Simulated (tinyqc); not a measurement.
Worked calculation (part 1 of 2): RHF in the sto-3g basis, for H2O, spin multiplicity 1. Computed by tinyqc, a small Python program that keeps every step (integrals from PySCF). Settings: charge = 0, multiplicity = 1, basis = sto-3g, energy threshold = 1e-08, iteration cap = 56, orthogonalisation = canonical, start = random, DIIS depth = 0, shift = 1.0, method = RHF. Command: `OMP_NUM_THREADS=1 python tinyqc.py 29374 29375 out.jsonl` (the two numbers bound the seeds that draw the settings). One thread of a shared host (Intel(R) Xeon(R) Processor @ 2.60GHz), about 0.09 s of CPU time with the checks. Later iterations appear only in the table of the cycle.

## One-electron integrals

Geometry (angstrom):
```
atom         x          y         z
O     0.000000   0.000000  0.000000
H     0.000000   0.740000  0.667000
H     0.000000  -0.740000  0.667000
```

Basis sto-3g: exponents (1/bohr^2) and contraction coefficients of normalised primitives:
```
element  l (shell)    exponent  coefficient
O            s (1)  130.709320     0.154329
O            s (1)   23.808861     0.535328
O            s (1)    6.443608     0.444635
O            s (2)    5.033151    -0.099967
O            s (2)    1.169596     0.399513
O            s (2)    0.380389     0.700115
O            p (3)    5.033151     0.155916
O            p (3)    1.169596     0.607684
O            p (3)    0.380389     0.391957
H            s (1)    3.425251     0.154329
H            s (1)    0.623914     0.535328
H            s (1)    0.168855     0.444635
```

Overlap, kinetic and nuclear-attraction integrals over the contracted functions; the nuclear repulsion is the sum of Za Zb / Rab.

nuclear repulsion = 8.85636499 hartree

overlap S:
```
           1O 1s     1O 2s    1O 2px     1O 2py    1O 2pz     2H 1s      3H 1s
1O 1s   1.000000  0.236704  0.000000   0.000000  0.000000  0.049191   0.049191
1O 2s   0.236704  1.000000  0.000000   0.000000  0.000000  0.449543   0.449543
1O 2px  0.000000  0.000000  1.000000   0.000000  0.000000  0.000000   0.000000
1O 2py  0.000000  0.000000  0.000000   1.000000  0.000000  0.281943  -0.281943
1O 2pz  0.000000  0.000000  0.000000   0.000000  1.000000  0.254130   0.254130
2H 1s   0.049191  0.449543  0.000000   0.281943  0.254130  1.000000   0.264223
3H 1s   0.049191  0.449543  0.000000  -0.281943  0.254130  0.264223   1.000000
```

kinetic energy T (hartree):
```
            1O 1s      1O 2s    1O 2px     1O 2py    1O 2pz      2H 1s      3H 1s
1O 1s   29.003200  -0.168011  0.000000   0.000000  0.000000  -0.004922  -0.004922
1O 2s   -0.168011   0.808128  0.000000   0.000000  0.000000   0.110667   0.110667
1O 2px   0.000000   0.000000  2.528731   0.000000  0.000000   0.000000   0.000000
1O 2py   0.000000   0.000000  0.000000   2.528731  0.000000   0.189493  -0.189493
1O 2pz   0.000000   0.000000  0.000000   0.000000  2.528731   0.170799   0.170799
2H 1s   -0.004922   0.110667  0.000000   0.189493  0.170799   0.760032   0.011400
3H 1s   -0.004922   0.110667  0.000000  -0.189493  0.170799   0.011400   0.760032
```

nuclear attraction V (hartree):
```
             1O 1s       1O 2s     1O 2px      1O 2py      1O 2pz      2H 1s      3H 1s
1O 1s   -61.680807   -7.434542   0.000000    0.000000   -0.019190  -1.587789  -1.587789
1O 2s    -7.434542  -10.103298   0.000000    0.000000   -0.228721  -3.615060  -3.615060
1O 2px    0.000000    0.000000  -9.953907    0.000000    0.000000   0.000000   0.000000
1O 2py    0.000000    0.000000   0.000000  -10.079862    0.000000  -2.006810   2.006810
1O 2pz   -0.019190   -0.228721   0.000000    0.000000  -10.056237  -1.886233  -1.886233
2H 1s    -1.587789   -3.615060   0.000000   -2.006810   -1.886233  -5.699457  -1.634136
3H 1s    -1.587789   -3.615060   0.000000    2.006810   -1.886233  -1.634136  -5.699457
```

core Hamiltonian H = T + V (hartree):
```
             1O 1s      1O 2s     1O 2px     1O 2py     1O 2pz      2H 1s      3H 1s
1O 1s   -32.677607  -7.602553   0.000000   0.000000  -0.019190  -1.592712  -1.592712
1O 2s    -7.602553  -9.295170   0.000000   0.000000  -0.228721  -3.504393  -3.504393
1O 2px    0.000000   0.000000  -7.425176   0.000000   0.000000   0.000000   0.000000
1O 2py    0.000000   0.000000   0.000000  -7.551131   0.000000  -1.817318   1.817318
1O 2pz   -0.019190  -0.228721   0.000000   0.000000  -7.527506  -1.715434  -1.715434
2H 1s    -1.592712  -3.504393   0.000000  -1.817318  -1.715434  -4.939426  -1.622736
3H 1s    -1.592712  -3.504393   0.000000   1.817318  -1.715434  -1.622736  -4.939426
```

## Two-electron integrals

Functions are numbered as in S; the eight-fold symmetry (ij|kl) = (ji|kl) = (kl|ij) leaves the list below.

Two-electron integrals (ij|kl) in chemists' order, unique and non-zero (hartree):
```
(11|11) 4.785065    (21|11) 0.741380    (21|21) 0.136873    (22|11) 1.118947
(22|21) 0.256633    (22|22) 0.817206    (31|31) 0.024477    (32|31) 0.037809
(32|32) 0.180518    (33|11) 1.115814    (33|21) 0.256684    (33|22) 0.817023
(33|33) 0.880159    (41|41) 0.024477    (42|41) 0.037809    (42|42) 0.180518
(43|43) 0.047444    (44|11) 1.115814    (44|21) 0.256684    (44|22) 0.817023
(44|33) 0.785270    (44|44) 0.880159    (51|51) 0.024477    (52|51) 0.037809
(52|52) 0.180518    (53|53) 0.047444    (54|54) 0.047444    (55|11) 1.115814
(55|21) 0.256684    (55|22) 0.817023    (55|33) 0.785270    (55|44) 0.785270
(55|55) 0.880159    (61|11) 0.156382    (61|21) 0.028625    (61|22) 0.053315
(61|33) 0.053213    (61|41) 0.000981    (61|42) 0.001835    (61|44) 0.053386
(61|51) 0.000884    (61|52) 0.001654    (61|54) 0.000157    (61|55) 0.053354
(61|61) 0.006064    (62|11) 0.377166    (62|21) 0.087574    (62|22) 0.308369
(62|33) 0.303158    (62|41) 0.004880    (62|42) 0.037142    (62|44) 0.311623
(62|51) 0.004398    (62|52) 0.033478    (62|54) 0.007630    (62|55) 0.310035
(62|61) 0.018666    (62|62) 0.143585    (63|31) 0.009203    (63|32) 0.053429
(63|43) 0.007734    (63|53) 0.006971    (63|63) 0.020559    (64|11) 0.200713
(64|21) 0.047210    (64|22) 0.177520    (64|33) 0.169449    (64|41) 0.011510
(64|42) 0.073700    (64|44) 0.189633    (64|51) 0.002080    (64|52) 0.018271
(64|54) 0.011221    (64|55) 0.173280    (64|61) 0.010511    (64|62) 0.100401
(64|64) 0.089961    (65|11) 0.180913    (65|21) 0.042553    (65|22) 0.160008
(65|33) 0.152733    (65|41) 0.002080    (65|42) 0.018271    (65|44) 0.156983
(65|51) 0.011077    (65|52) 0.069897    (65|54) 0.011565    (65|55) 0.170129
(65|61) 0.009474    (65|62) 0.090497    (65|64) 0.062556    (65|65) 0.076943
(66|11) 0.513988    (66|21) 0.121284    (66|22) 0.489434    (66|33) 0.469595
(66|41) 0.008824    (66|42) 0.092320    (66|44) 0.502098    (66|51) 0.007953
(66|52) 0.083212    (66|54) 0.029296    (66|55) 0.496001    (66|61) 0.026088
(66|62) 0.285721    (66|64) 0.228119    (66|65) 0.205615    (66|66) 0.774606
(71|11) 0.156382    (71|21) 0.028625    (71|22) 0.053315    (71|33) 0.053213
(71|41) -0.000981   (71|42) -0.001835   (71|44) 0.053386    (71|51) 0.000884
(71|52) 0.001654    (71|54) -0.000157   (71|55) 0.053354    (71|61) 0.005980
(71|62) 0.018141    (71|64) 0.009321    (71|65) 0.009214    (71|66) 0.025097
(71|71) 0.006064    (72|11) 0.377166    (72|21) 0.087574    (72|22) 0.308369
(72|33) 0.303158    (72|41) -0.004880   (72|42) -0.037142   (72|44) 0.311623
(72|51) 0.004398    (72|52) 0.033478    (72|54) -0.007630   (72|55) 0.310035
(72|61) 0.018141    (72|62) 0.118899    (72|64) 0.056975    (72|65) 0.073033
(72|66) 0.197056    (72|71) 0.018666    (72|72) 0.143585    (73|31) 0.009203
(73|32) 0.053429    (73|43) -0.007734   (73|53) 0.006971    (73|63) 0.016545
(73|73) 0.020559    (74|11) -0.200713   (74|21) -0.047210   (74|22) -0.177520
(74|33) -0.169449   (74|41) 0.011510    (74|42) 0.073700    (74|44) -0.189633
(74|51) -0.002080   (74|52) -0.018271   (74|54) 0.011221    (74|55) -0.173280
(74|61) -0.009321   (74|62) -0.056975   (74|64) -0.011157   (74|65) -0.034187
(74|66) -0.082780   (74|71) -0.010511   (74|72) -0.100401   (74|74) 0.089961
(75|11) 0.180913    (75|21) 0.042553    (75|22) 0.160008    (75|33) 0.152733
(75|41) -0.002080   (75|42) -0.018271   (75|44) 0.156983    (75|51) 0.011077
(75|52) 0.069897    (75|54) -0.011565   (75|55) 0.170129    (75|61) 0.009214
(75|62) 0.073033    (75|64) 0.034187    (75|65) 0.060727    (75|66) 0.132992
(75|71) 0.009474    (75|72) 0.090497    (75|74) -0.062556   (75|75) 0.076943
(76|11) 0.160502    (76|21) 0.037641    (76|22) 0.144573    (76|33) 0.140930
(76|44) 0.143412    (76|51) 0.002919    (76|52) 0.026699    (76|55) 0.149220
(76|61) 0.007960    (76|62) 0.068086    (76|64) 0.040944    (76|65) 0.048232
(76|66) 0.142484    (76|71) 0.007960    (76|72) 0.068086    (76|74) -0.040944
(76|75) 0.048232    (76|76) 0.039803    (77|11) 0.513988    (77|21) 0.121284
(77|22) 0.489434    (77|33) 0.469595    (77|41) -0.008824   (77|42) -0.092320
(77|44) 0.502098    (77|51) 0.007953    (77|52) 0.083212    (77|54) -0.029296
(77|55) 0.496001    (77|61) 0.025097    (77|62) 0.197056    (77|64) 0.082780
(77|65) 0.132992    (77|66) 0.349988    (77|71) 0.026088    (77|72) 0.285721
(77|74) -0.228119   (77|75) 0.205615    (77|76) 0.142484    (77|77) 0.774606
```

## Orthogonalisation

S = U s U^T; canonical form X = U s^(-1/2), so that X^T S X = 1. Each column of U has its largest component positive (the first on a tie).

eigenvalues of S: 0.368018  0.447844  0.879323  1.000000  1.103939  1.287933  1.912944

X:
```
                1          2          3         4          5          6         7
1O 1s   -0.312432   0.000000   0.750264  0.000000   0.622281   0.000000  0.147513
1O 2s    1.130167   0.000000  -0.318154  0.000000   0.325693   0.000000  0.411442
1O 2px   0.000000   0.000000   0.000000  1.000000   0.000000   0.000000  0.000000
1O 2py   0.000000   0.874822   0.000000  0.000000   0.000000   0.714368  0.000000
1O 2pz   0.572740   0.000000   0.652060  0.000000  -0.617005   0.000000  0.210970
2H 1s   -0.712158  -0.856623  -0.154820  0.000000  -0.126177   0.364772  0.378947
3H 1s   -0.712158   0.856623  -0.154820  0.000000  -0.126177  -0.364772  0.378947
```

## Starting guess

The start is random orthonormal orbitals; D = 2 C_occ C_occ^T.

D at the start:
```
            1O 1s      1O 2s     1O 2px     1O 2py     1O 2pz      2H 1s      3H 1s
1O 1s    0.595286  -0.081926  -0.180372  -0.752282  -0.478100   0.577145  -0.611993
1O 2s   -0.081926   1.269150   0.075142   0.896744   0.220559  -0.974521  -1.050695
1O 2px  -0.180372   0.075142   1.978890  -0.090590  -0.043398   0.045863  -0.090813
1O 2py  -0.752282   0.896744  -0.090590   1.976302   0.003543  -0.933304   0.617869
1O 2pz  -0.478100   0.220559  -0.043398   0.003543   2.074197  -0.452367  -0.919296
2H 1s    0.577145  -0.974521   0.045863  -0.933304  -0.452367   2.890524  -0.130574
3H 1s   -0.611993  -1.050695  -0.090813   0.617869  -0.919296  -0.130574   2.719556
```

## Iteration 1: building the Fock matrix

J_ij = sum D_kl (ij|kl), K_ij = sum D_kl (ik|jl); F = H + J - 0.5 K; E = tr D H + tr D J / 2 - 0.25 tr D K + E_nn.

Coulomb J (hartree):
```
            1O 1s     1O 2s     1O 2px     1O 2py     1O 2pz     2H 1s      3H 1s
1O 1s   11.058822  2.342939  -0.003975   0.030248  -0.017589  0.489349   0.485776
1O 2s    2.342939  7.052930   0.008687   0.263246   0.119182  2.869951   2.742217
1O 2px  -0.003975  0.008687   7.002914  -0.006482  -0.004745  0.001584   0.003290
1O 2py   0.030248  0.263246  -0.006482   7.075788   0.010600  1.785532  -1.544577
1O 2pz  -0.017589  0.119182  -0.004745   0.010600   7.070463  1.592076   1.519690
2H 1s    0.489349  2.869951   0.001584   1.785532   1.592076  5.262642   1.406958
3H 1s    0.485776  2.742217   0.003290  -1.544577   1.519690  1.406958   4.893038
```

exchange K (hartree):
```
            1O 1s      1O 2s     1O 2px     1O 2py     1O 2pz     2H 1s      3H 1s
1O 1s    2.948449   0.673910  -0.186353  -0.367788  -0.617184  0.118041  -0.095335
1O 2s    0.673910   1.477275   0.005811   0.659005  -0.386962  0.784910   0.352223
1O 2px  -0.186353   0.005811   2.022238  -0.051219  -0.043317  0.000734  -0.012633
1O 2py  -0.367788   0.659005  -0.051219   1.758432   0.054627  0.724627  -0.200531
1O 2pz  -0.617184  -0.386962  -0.043317   0.054627   1.880073  0.420179   0.207206
2H 1s    0.118041   0.784910   0.000734   0.724627   0.420179  1.736956   0.338192
3H 1s   -0.095335   0.352223  -0.012633  -0.200531   0.207206  0.338192   1.228436
```

Fock matrix F (hartree):
```
             1O 1s      1O 2s     1O 2px     1O 2py     1O 2pz      2H 1s      3H 1s
1O 1s   -23.093009  -5.596569   0.089201   0.214141   0.271814  -1.162383  -1.059268
1O 2s    -5.596569  -2.980877   0.005781  -0.066257   0.083941  -1.026897  -0.938288
1O 2px    0.089201   0.005781  -1.433380   0.019128   0.016914   0.001217   0.009606
1O 2py    0.214141  -0.066257   0.019128  -1.354559  -0.016713  -0.394099   0.373006
1O 2pz    0.271814   0.083941   0.016914  -0.016713  -1.397080  -0.333448  -0.299347
2H 1s    -1.162383  -1.026897   0.001217  -0.394099  -0.333448  -0.545262  -0.384874
3H 1s    -1.059268  -0.938288   0.009606   0.373006  -0.299347  -0.384874  -0.660605
```

total energy of this density = -41.63172999 hartree

## Iteration 1: diagonalisation and new density

A level shift of 1 hartree raises the virtual space: F + shift (S - S D(s) S), with D(s) the density of one spin (D/2). Diagonalise F' = X^T F X, C = X C', fill 5 alpha and 5 beta electrons from the bottom; D = 2 C_occ C_occ^T. Each column has its largest component positive (the first on a tie).

F' = X^T F X (hartree):
```
           1          2          3          4           5          6          7
1  -0.541030  -0.090201   1.657071  -0.046669    1.860791  -0.396923   0.377310
2  -0.090201  -0.023829   0.559620   0.067882    0.309493  -0.443716   0.090312
3   1.657071   0.559620  -9.990548   0.153829   -9.530218   0.178152  -3.842753
4  -0.046669   0.067882   0.153829  -1.422825    0.076125   0.020173   0.044135
5   1.860791   0.309493  -9.530218   0.076125  -11.800683   0.009772  -4.216268
6  -0.396923  -0.443716   0.178152   0.020173    0.009772  -0.962995  -0.299445
7   0.377310   0.090312  -3.842753   0.044135   -4.216268  -0.299445  -2.387857
```

orbital energies (hartree): MO1 -22.422260, MO2 -1.588334, MO3 -1.444421, MO4 -1.269163, MO5 -0.548969, MO6 -0.075596, MO7 0.218975

coefficients C:
```
              MO1        MO2        MO3        MO4        MO5        MO6        MO7
1O 1s    0.997256  -0.162241  -0.006603   0.020708   0.155759   0.152491   0.025988
1O 2s    0.009858   0.701132   0.015796   0.048929  -0.529075  -0.884879  -0.310809
1O 2px  -0.008001   0.035117   0.947180   0.310354   0.050267   0.042355  -0.030197
1O 2py  -0.027209   0.715607  -0.151395   0.188006   0.590218   0.382434  -0.458171
1O 2pz  -0.023945  -0.203003  -0.285875   0.932849  -0.091188  -0.343085  -0.242237
2H 1s    0.018076  -0.018184   0.008519   0.063053  -0.251309   0.467890   1.127271
3H 1s   -0.025647  -0.038301   0.007669  -0.186009  -0.224562   1.037866  -0.627013
```

D after iteration 1:
```
            1O 1s      1O 2s     1O 2px     1O 2py     1O 2pz      2H 1s      3H 1s
1O 1s    2.091151  -0.370841  -0.011348  -0.092821   0.032115  -0.033835  -0.116486
1O 2s   -0.370841   1.548493   0.056188   0.392010  -0.106390   0.247220   0.165446
1O 2px  -0.011348   0.056188   1.994588  -0.060067   0.014434   0.028444  -0.125786
1O 2py  -0.092821   0.392010  -0.060067   1.838916   0.040444  -0.302534  -0.390766
1O 2pz   0.032115  -0.106390   0.014434   0.040444   2.004061   0.165116  -0.293688
2H 1s   -0.033835   0.247220   0.028444  -0.302534   0.165116   0.135724   0.090009
3H 1s   -0.116486   0.165446  -0.125786  -0.390766  -0.293688   0.090009   0.174422
```

## Iteration 2: building the Fock matrix

As before.

Coulomb J (hartree):
```
            1O 1s     1O 2s     1O 2px     1O 2py     1O 2pz     2H 1s      3H 1s
1O 1s   18.144219  3.450078   0.001902   0.011666  -0.002598  0.721975   0.720787
1O 2s    3.450078  8.590889   0.009026   0.051890   0.007016  3.183329   3.169163
1O 2px   0.001902  0.009026   8.577290  -0.003314   0.000012  0.002075   0.002695
1O 2py   0.011666  0.051890  -0.003314   8.582448  -0.000970  1.819605  -1.788062
1O 2pz  -0.002598  0.007016   0.000012  -0.000970   8.589707  1.634024   1.628643
2H 1s    0.721975  3.183329   0.002075   1.819605   1.634024  4.959800   1.469939
3H 1s    0.720787  3.169163   0.002695  -1.788062   1.628643  1.469939   4.950230
```

exchange K (hartree):
```
            1O 1s      1O 2s     1O 2px     1O 2py     1O 2pz     2H 1s      3H 1s
1O 1s    9.790775   1.708744  -0.002469  -0.014092  -0.007285  0.381137   0.359439
1O 2s    1.708744   2.707170   0.017997   0.126424  -0.029232  1.111399   1.059668
1O 2px  -0.002469   0.017997   2.290815  -0.022691  -0.003527  0.005124  -0.024900
1O 2py  -0.014092   0.126424  -0.022691   2.224764   0.002781  0.446656  -0.574962
1O 2pz  -0.007285  -0.029232  -0.003527   0.002781   2.295894  0.507873   0.393471
2H 1s    0.381137   1.111399   0.005124   0.446656   0.507873  0.812442   0.459131
3H 1s    0.359439   1.059668  -0.024900  -0.574962   0.393471  0.459131   0.867302
```

Fock matrix F (hartree):
```
             1O 1s      1O 2s     1O 2px     1O 2py     1O 2pz      2H 1s      3H 1s
1O 1s   -19.428775  -5.006847   0.003136   0.018712  -0.018145  -1.061305  -1.051644
1O 2s    -5.006847  -2.057866   0.000028  -0.011322  -0.207089  -0.876764  -0.865064
1O 2px    0.003136   0.000028   0.006707   0.008032   0.001776  -0.000487   0.015145
1O 2py    0.018712  -0.011322   0.008032  -0.081065  -0.002360  -0.221041   0.316737
1O 2pz   -0.018145  -0.207089   0.001776  -0.002360  -0.085746  -0.335347  -0.283526
2H 1s    -1.061305  -0.876764  -0.000487  -0.221041  -0.335347  -0.385847  -0.382362
3H 1s    -1.051644  -0.865064   0.015145   0.316737  -0.283526  -0.382362  -0.422846
```

total energy of this density = -74.13335138 hartree

## Iteration 2: diagonalisation and new density

As before.

F' = X^T F X (hartree):
```
           1          2          3          4          5          6          7
1   1.117244  -0.066472   1.583722  -0.036985   1.432198  -0.285409  -0.005759
2  -0.066472   1.574263   0.105987   0.061768  -0.088325  -0.191695   0.119227
3   1.583722   0.105987  -8.302745   0.002072  -8.746310  -0.060714  -3.540341
4  -0.036985   0.061768   0.002072   0.009413  -0.009052  -0.008561   0.018262
5   1.432198  -0.088325  -8.746310  -0.009052  -9.317307  -0.010884  -3.936718
6  -0.285409  -0.191695  -0.060714  -0.008561  -0.010884  -0.158314   0.059347
7  -0.005759   0.119227  -3.540341   0.018262  -3.936718   0.059347  -2.433528
```

orbital energies (hartree): MO1 -19.438711, MO2 -0.978685, MO3 -0.232872, MO4 -0.047187, MO5 0.007071, MO6 1.538019, MO7 1.641391

coefficients C:
```
              MO1        MO2        MO3        MO4        MO5        MO6        MO7
1O 1s    0.993533  -0.218728  -0.030484   0.096623   0.007395   0.130877   0.084300
1O 2s    0.028654   0.758125   0.178384  -0.410292  -0.026744  -0.796427  -0.493066
1O 2px  -0.000205  -0.004972   0.035621  -0.114598   0.991717   0.000808   0.045495
1O 2py  -0.002032  -0.021505   0.796543  -0.044611  -0.067867  -0.278683   0.745940
1O 2pz   0.003979   0.196705   0.073376   0.888731   0.111116  -0.536716  -0.209928
2H 1s   -0.004006   0.226287   0.120051   0.166368   0.030211   1.163947  -0.329430
3H 1s   -0.008097   0.182669  -0.400573  -0.014265  -0.039365   0.183630   1.152457
```

D after iteration 2:
```
            1O 1s      1O 2s     1O 2px     1O 2py     1O 2pz      2H 1s      3H 1s
1O 1s    2.090538  -0.365269  -0.007882  -0.052818   0.090771  -0.081673  -0.074915
1O 2s   -0.365269   1.552899   0.046151   0.291694  -0.410561   0.247573   0.147407
1O 2px  -0.007882   0.046151   1.995859  -0.067423   0.019968   0.028095  -0.105159
1O 2py  -0.052818   0.291694  -0.067423   1.283087   0.014041   0.162591  -0.639355
1O 2pz   0.090771  -0.410561   0.019968   0.014041   1.692565   0.409036  -0.021088
2H 1s   -0.081673   0.247573   0.028095   0.162591   0.409036   0.188450  -0.020567
3H 1s   -0.074915   0.147407  -0.105159  -0.639355  -0.021088  -0.020567   0.391291
```
